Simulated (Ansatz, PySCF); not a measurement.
Molecule: OF$_{2}$ (charge 0, singlet). 
Structure (B3LYP-D3(BJ)/def2-TZVP (Ansatz, a quantum-chemistry and plane-wave program) minimum search):
```
O
F 1 1.4020
F 1 1.4020 2 103.99
```

Property: atomisation energy (electronic, to ground-state atoms), in kcal/mol. Cores are frozen in the correlated levels unless marked. UHF or UKS for open shells. No spin-orbit coupling. No relativistic terms. The coupled-cluster limit lacks core correlation, which all-electron functionals hold. CBS(X,Y): correlation extrapolated as X^-3; Hartree-Fock from the larger set.

```csv
level,program,atomisation energy (kcal/mol)
B97M-V/def2-TZVPD,Ansatz,96.4
PBE0-D4/def2-TZVPD,Ansatz + dftd4,91.5
PBE0/def2-TZVP,Ansatz,91.5
r2SCANh/def2-TZVPD,Ansatz,89.0
MN15-D3(BJ)/def2-TZVPD,PySCF + dftd3,98.2
wB97X/def2-TZVPD,Ansatz,92.2
"RI-MP2/CBS(aug-cc-pVTZ,aug-cc-pVQZ)",Ansatz,104.4
```

Problem. Predict the CCSD(T)/CBS(cc-pVTZ,cc-pVQZ) result (Ansatz).

Solution. 92.1 kcal/mol, so RI-MP2/CBS(aug-cc-pVTZ,aug-cc-pVQZ) differs from it by 12.3 kcal/mol.
